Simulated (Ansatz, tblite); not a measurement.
Cost and result up the ladder for Si(OMe)H3 (CH₆OSi) (9 atoms). Charge 0, multiplicity 1. Geometry: PBE0-D4/def2-TZVP.

```
atom   x (Å)   y (Å)   z (Å)
 Si1   0.555  -0.766  -0.916
  O2  -0.682  -0.400   0.101
  C3  -0.656   0.726   0.946
  H4   0.189   0.688   1.643
  H5  -1.581   0.741   1.526
  H6  -0.593   1.658   0.371
  H7   0.787   0.340  -1.888
  H8   0.161  -2.004  -1.626
  H9   1.819  -0.983  -0.157
```

Ansatz on 4 threads of Arm Neoverse V2 on a shared host; xTB runs through tblite on one thread. Times are rough, summed over both states, and most runs start from the orbitals of an earlier one. PBE0-D4/def2-TZVP serves as the yardstick here, not as an exact answer. The other state is a triplet.

The xTB rows come from tblite.

xTB has no spin-polarisation term.

```csv
level,functions,wall time,vertical triplet (eV),difference from PBE0-D4/def2-TZVP (eV)
GFN2-xTB,23,0.005 s,6.76,0.14
GFN1-xTB,29,0.006 s,7.62,1.00
PBE-D4/def2-TZVP,135,2 s,6.14,-0.48
PBE0-D4/def2-TZVP (with forces),135,2.5 s,6.62,0.00
r2SCAN-D4/def2-TZVP,135,4.3 s,6.43,-0.19
```
